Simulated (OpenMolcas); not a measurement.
## Which level was it?

[SiH3]− has 4 atoms, charge -1, and is taken as a singlet. As SMILES, `[SiH3-]`. The coordinates come from a PBE0-D4/def2-TZVPD relaxation.

```xyz
4

Si    0.5397   -0.0507   -0.3009
H     0.4266    0.6223    1.0859
H    -0.2985   -1.2837    0.1068
H    -0.6678    0.7122   -0.8918
```

Orbital energies are those of the mean-field step.

A calculation with OpenMolcas 26.06 gave:

```yaml
total_energy: -287.7197 Eh
HOMO_energy: 5.10 eV
LUMO_energy: 18.51 eV
HOMO–LUMO_gap: 13.41 eV
```

**Question.** Which of these levels gave the numbers?
A. M06-2X/STO-3G
B. PBE/STO-3G
C. MP2/STO-3G
D. B3LYP/STO-3G

**Answer.** A. The others give -287.5426 Eh (PBE/STO-3G), -287.7283 Eh (B3LYP/STO-3G), -287.1364 Eh (MP2/STO-3G).
